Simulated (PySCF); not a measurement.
Work out the structure from these simulated measurements.

Formula: C2H5NO.

| Property | Result |
| --- | --- |
| Couplings | largest of the computed one-bond spin–spin couplings (means over like bonds): 13C–1H +165.0, 13C–1H +135.0 (×3), 17O–1H -74.4, 13C–13C +57.4, 17O–15N -21.8, 15N–13C -5.7 Hz [B3LYP/pcJ-1] |
| Rotational structure | rotational constants A, B, C: 46.868, 4.281, 4.021 GHz [PBE0-D3(BJ)/def2-SVP] |
| 13C NMR | chemical shifts (computed TMS as zero) by class: 157.7 (1 C), 17.7 (1 C) ppm [GIAO CAM-B3LYP/pcSseg-2] |
| Valence photoelectron | vertical ionisation energy: 9.90 eV [ΔSCF CAM-B3LYP/def2-SVPD] |
| UV, strongest line | among the 10 lowest singlet transitions: S2 at 6.86 eV (181 nm, f = 0.211) [TDDFT CAM-B3LYP/def2-SVPD] |
| XPS | C1s 291.2, C1s 291.5, N1s 406.2, O1s 539.3 eV [ΔSCF SCAN, pcX-2 on the ionised atom, pcseg-1 elsewhere, spin-free X2C] |
| Triplet | lowest triplet excitation (Tamm–Dancoff): 4.22 eV [TDA CAM-B3LYP/def2-SVPD] |
| NMR, other nuclei | isotropic shieldings of nuclei other than C and H, by class: -151 (1 N), 117 (1 O) ppm [GIAO CAM-B3LYP/pcSseg-2] |
| 1H NMR | chemical shifts (computed TMS as zero) by class: 7.52 (1 H), 6.16 (1 H), 1.83 (3 H) ppm [GIAO CAM-B3LYP/pcSseg-2] |

The electronic properties come from PySCF, for the isolated species, density fitting. Levels stand in brackets. One conformer (not necessarily the lowest) at the PBE0-D3(BJ)/def2-SVP geometry, without solvent, vibrations or thermal averaging. Each NMR value is the plain mean over a class of atoms that symmetry, rotation or inversion makes alike.

Task: Give a SMILES that accounts for the data.

Result: Numbering: `[CH3:1]/[CH:2]=[N:3]/[OH:4]`. Its formula, C2H5NO, gives 1 degree of unsaturation: 0 rings and 1 π bond in the structure found. 2 carbons fall into 2 classes; from least to most shielded: C=N carbon [C2] (157.7 ppm), methyl carbon [C1] (17.7 ppm). Hydrogen classes from least to most shielded: 1 H on a C=N carbon, C2 (7.52 ppm), 1 H on a hydroxyl oxygen, O4 (6.16 ppm), 3 H on a methyl carbon, C1 (1.83 ppm). The other shieldings belong to: -151 ppm, oxime nitrogen [N3]; 117 ppm, hydroxyl oxygen [O4]. The couplings run between: +165.0 Hz, C=N carbon [C2] and its hydrogen; +135.0 Hz, methyl carbon [C1] and its hydrogen (with 2 like pairs); -74.4 Hz, hydroxyl oxygen [O4] and its hydrogen; +57.4 Hz, methyl carbon [C1] and C=N carbon [C2]; -21.8 Hz, hydroxyl oxygen [O4] and oxime nitrogen [N3]; -5.7 Hz, oxime nitrogen [N3] and C=N carbon [C2]. The core levels belong to: C1s 291.2 eV, methyl carbon [C1]; C1s 291.5 eV, C=N carbon [C2]; N1s 406.2 eV, oxime nitrogen [N3]; O1s 539.3 eV, hydroxyl oxygen [O4]. The hole state at 291.5 eV has ⟨S²⟩ = 0.82 against 0.75, so that value is less sure. The first electron is taken from the HOMO, whose largest Löwdin shares are 0.37 on the hydroxyl oxygen, 0.26 on the oxime nitrogen, 0.23 on the C=N carbon and 0.06 on the methyl carbon. The optimised geometry has point group Cs and is an asymmetric top. Structure: `C/C=N/O` ((E)-acetaldoxime). Computed isomers that give other values at the same levels: `CNC=O` (core binding energies: C1s 292.1, C1s 293.8, N1s 406.2, O1s 537.1 eV); `CC(N)=O` (core binding energies: C1s 291.2, C1s 294.0, N1s 406.1, O1s 537.0 eV); `[H]/N=C/OC` (rotational constant A: 19.756 GHz; this holds for the one conformer computed). The assignments are read from this structure; whether some other isomer fits the data as well wasn't checked.

Conformer computed: `[CH3:1]/[CH:2]=[N:3]/[OH:4]`: H–O4–N3–C2 180°.
